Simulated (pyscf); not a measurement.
PySCF, gas phase, ωB97X-D3(BJ)/def2-SVP geometries. MP2 and CC: frozen core, UHF for open shells. ΔMP2 is the change of the MP2 total energy from the triple- to the quadruple-zeta basis.

Problem. Estimate by transition-state theory (the high-pressure limit) the rate constant of HO–SiH₂–GaH–Cl → Cl–Ga [singlet] + HO–SiH₃ (singlet surface; Ga–Si, Ga–H broken, H–Si formed) at 1200 K, with CCSD(T)/def2-TZVPP + ΔMP2(QZVPP) energies (ideal gas, 1 atm, RRHO with modes under 100 cm⁻¹ raised to 100, one conformer, R ln 2 for chiral ones without a mode under 150 cm⁻¹; no tunnelling).

Solution. The electronic barrier is 35.8 kcal/mol and the thermal terms add +1.4, so ΔG‡ = 37.2 kcal/mol. With k_BT/h = 2.50e+13 s⁻¹ and RT = 2.385 kcal/mol, k = 4.3e+06 s⁻¹, a half-life of 1.6e-07 s through this channel alone. Wigner's tunnelling factor for 381i cm⁻¹ would be 1.01. A shift of 1 kcal/mol in the barrier changes k by a factor 1.5. On the product side the descent ends in a bound adduct (not fully relaxed), 9.4 kcal/mol under the separated species and 41.2 kcal/mol under the saddle at ωB97X-D3(BJ)/def2-TZVP. At ωB97X-D3(BJ)/def2-TZVP the barrier from the zero used here is 38.0 kcal/mol. This is the saddle that the search found; another between the same sides may lie lower. The CCSD(T) − MP2 part came from Ansatz, without density fitting, on the same reference. The frozen core leaves the outer d or s,p core shells of the metals and heavy elements correlated in the MP2 and CC values, and def2-TZVPP describes them poorly, which can shift differences by a few kcal/mol. Elements up to Kr have no core potential and no relativistic terms here.
